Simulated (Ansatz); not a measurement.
A trace of molecular dynamics of BCl2H (4 atoms, charge 0, multiplicity 1).

The calculation used Ansatz 0.2.0, RKS PBE/def2-SVP.

* ensemble: NVT, Nosé–Hoover chain
* set temperature: 700 K
* thermostat: time constant 100 fs, chain length 3 (defaults)
* seed: 878989

```csv
time (fs),T (K),potential energy less start (eV),conserved less start (meV/atom)
0,700,0.000,0.00
10,61,0.166,0.25
20,590,0.030,0.01
30,129,0.152,0.19
40,438,0.076,0.14
50,384,0.094,0.07
60,435,0.088,0.20
70,399,0.102,0.07
80,298,0.141,0.23
90,586,0.073,0.06
100,258,0.175,0.26
110,689,0.073,0.07
120,471,0.154,0.21
130,629,0.133,0.26
140,547,0.179,0.07
150,560,0.196,0.41
160,704,0.186,0.09
170,1068,0.119,0.33
180,596,0.268,0.29
190,1097,0.164,0.26
200,340,0.373,0.28
210,1431,0.106,0.26
220,277,0.418,0.53
230,1610,0.082,0.06
240,482,0.381,0.64
250,1493,0.121,0.10
```

Task: Is this trajectory sound?

Result: The conserved energy stayed within 0.64 meV per atom of its start (net change 0.1 meV per atom), so the integration is sound. The mean temperature of the second half is 16 % above the set value. A run of 0.25 ps of so small a system gives no equilibrium averages. The time step was 0.5 fs.

The run took 5.2 min on 1 thread of Arm Neoverse V1 (shared host), peak memory 0.078 GiB.
